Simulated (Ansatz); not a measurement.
A nudged elastic band was laid between two geometries of CH3NSi (6 atoms, charge 0, multiplicity 1).

These are results of RKS BLYP-D4/def2-SVP (Ansatz 0.2.0), not measurements.

```json
{
  "movable images": "7",
  "climbing image": "yes",
  "spring": "5.0 eV/Å²",
  "optimiser": "quadratic models (default)",
  "start path": "IDPP",
  "force threshold": "0.05 eV/Å",
  "iteration limit": "60",
  "end points": "relaxed"
}
```

Initial state:

```xyz
6
Properties=species:S:1:pos:R:3
N 1.164 0.894 -0.936
C 0.390 0.228 -0.278
Si -0.286 -1.175 0.699
H 1.001 1.833 -1.326
H -1.564 -1.387 -0.089
H -0.704 -0.394 1.930
```

Final state:

```xyz
6
Properties=species:S:1:pos:R:3
N 0.479 1.395 -0.893
C 0.135 0.419 -0.265
Si -0.089 -1.180 0.619
H 1.363 1.617 -1.372
H -1.373 -1.623 -0.055
H -0.515 -0.627 1.966
```

Question: What changes between the two ends?

Answer: No bond is made or broken.

Question: Give the energies along the band, and the barrier.

Answer: It converged. The highest image is number 3 of 0 to 8, 2.4 kcal/mol above the first end and 2.1 kcal/mol above the last; the last end lies 0.3 kcal/mol above the first. A vibrational analysis at the climbing image gives one clearly imaginary mode, 386i cm⁻¹: a first-order saddle point.

```csv
image,path coordinate (Å),energy (kcal/mol)
0,0.00,0.0
1,0.17,0.6
2,0.34,1.8
3,0.50,2.4
4,0.64,2.2
5,0.78,1.6
6,0.92,0.9
7,1.06,0.5
8,1.20,0.3
```

Question: What is the geometry of the highest image?

Answer: 
```xyz
6
Properties=species:S:1:pos:R:3
N 0.793 1.119 -0.884
C 0.294 0.250 -0.248
Si -0.140 -1.323 0.710
H 1.156 1.890 -1.425
H -1.465 -1.447 -0.050
H -0.637 -0.490 1.896
```

Question: What are the harmonic wavenumbers there?

Answer: 386i, 251, 292, 495, 502, 635, 715, 911, 1994, 1998, 2055, 3737 cm⁻¹.

The run took 65 s on 1 thread of AMD EPYC 9R45 96-Core Processor (Zen 5) (shared host), peak memory 0.13 GiB.
